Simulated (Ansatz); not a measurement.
**BH2Cl: vertical ionisation energy**

An exercise on one series of results from a longer session: the logs are not shown, and one member is left open.

The runs use Ansatz 0.2.0, Gaussian basis; unrestricted cation, the program's frozen cores in correlated methods.

Levels to be run: UKS PBE-D4/def2-TZVPP; UKS r2SCAN-D4/def2-TZVPP; UKS PBE0-D4/def2-TZVPP; UKS B3LYP-D4/def2-TZVPP; UKS wB97X-V/def2-TZVPP; UKS wB97M-V/def2-TZVPP; UKS B2PLYP/def2-TZVPP; UHF-CCSD(T)/def2-TZVPP; UHF-CCSD(T)/def2-QZVPP; extrapolation to the limit; then −ε(HOMO) from the neutral's earlier runs with LDA (SPW92), PBE-D4, revPBE-D4, BLYP-D4, r2SCAN-D4, B97M-V, PBE0-D4, B3LYP-D4, r2SCANh-D4, r2SCAN0-D4, HSE06-D4, BHLYP-D4, CAM-B3LYP-D4, LC-ωPBE, ωB97X-V, ωB97M-V.

## Structure used throughout

An earlier PBE0-D4 in a triple-zeta def2 set relaxation fixed the geometry.

SMILES `BCl`, 4 atoms, charge 0, spin multiplicity 1.

Atoms are counted from 1 here; the program's logs count them from 0.

Bond lengths: B1–Cl2 1.733 Å, B1–H3 1.190 Å, B1–H4 1.190 Å. Angles: Cl2–B1–H3 118.1°, Cl2–B1–H4 118.1°, H3–B1–H4 123.8°.

Set-up of the first run:

in.yaml reads:

```yaml
crystal:
  periodic: [false, false, false]
  atoms:
    - {symbol: B, position_ang: [-0.116737, 0.021680, -0.075281]}
    - {symbol: Cl, position_ang: [1.364994, -0.395289, 0.721178]}
    - {symbol: H, position_ang: [-1.106203, -0.559526, 0.240436]}
    - {symbol: H, position_ang: [-0.086554, 0.872834, -0.906634]}
basis:
  gaussian: {orbitals: def2-TZVPP}
total_charge: 1
magnetization: {spin_polarized: true, initial_magnetization: 1}
hamiltonian: {xc: pbe, dispersion: d4}
```

Among the steps run: Cation, UKS PBE-D4/def2-TZVPP; Cation, UKS r2SCAN-D4/def2-TZVPP; Cation, UKS PBE0-D4/def2-TZVPP; Cation, UKS B3LYP-D4/def2-TZVPP; Cation, UKS wB97X-V/def2-TZVPP; Cation, UKS wB97M-V/def2-TZVPP; Cation, UKS B2PLYP (frozen core)/def2-TZVPP; Cation, UHF-CCSD(T)/def2-TZVPP; Cation, UHF-CCSD(T)/def2-QZVPP.

One of the session's tables, all rows but one given; the rest of the session is left out.

Orbital estimates, from the neutral's runs:

```
  functional  −ε(HOMO) (eV)
 LDA (SPW92)           7.33
      PBE-D4           7.27
   revPBE-D4           7.24
     BLYP-D4              ?
   r2SCAN-D4           7.57
      B97M-V           7.68
     PBE0-D4           8.65
    B3LYP-D4           8.42
  r2SCANh-D4           8.08
  r2SCAN0-D4           8.84
    HSE06-D4           8.24
    BHLYP-D4           9.93
CAM-B3LYP-D4          10.05
     LC-ωPBE          11.46
     ωB97X-V          11.08
     ωB97M-V          10.92
```

Q: Estimate the row for BLYP-D4 from the others.

Worked estimate for «−ε(HOMO) (eV)». Against the share of exact exchange, B3LYP-D4 (0.2, 8.42), BHLYP-D4 (0.5, 9.93) give a slope of 5.03 per unit share; at 0 the line stands at 7.41.

**Answer.** −ε(HOMO) (eV): 7.15. In «−ε(HOMO) (eV)» the line misses by +0.26.
